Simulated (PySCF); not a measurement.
Successive P–H bond energies

Method: PBE0/[P def2-TZVP, H def2-TZVP], no relativity, density fitting, PySCF.

Each entry is the lowest minimum that a search over a few typed start shapes (and spin states, where more than one is plausible) found, or that minimum re-optimised at the stated level; isomers with ligand–ligand bonds, or fragments after loss of a ligand pair, can lie lower.

Total energies (Eh), which compare only within these settings: H atom -0.50106.

```
species  2S+1  group      E (Eh)  ZPE (kJ/mol)
   PH₂⁺     1    C2v  -342.01324          35.4
   PH₃⁺     2    C3v  -342.65894          61.9
   PH₄⁺     1     Td  -343.32344          92.0
```

Q: What are De and D0 for PH₃⁺ → PH₂⁺ + H?

A: De = [(-342.01324) + (-0.50106) − (-342.65894)] × 2625.5 = 380 kJ/mol. The zero-point energy changes by -26.5 kJ/mol, so D0 = 353 kJ/mol.

Q: What are De and D0 for PH₄⁺ → PH₃⁺ + H?

A: De = [(-342.65894) + (-0.50106) − (-343.32344)] × 2625.5 = 429 kJ/mol. The zero-point energy changes by -30.1 kJ/mol, so D0 = 399 kJ/mol.

Atoms and open shells are unrestricted, without spin–orbit or basis-set superposition corrections.
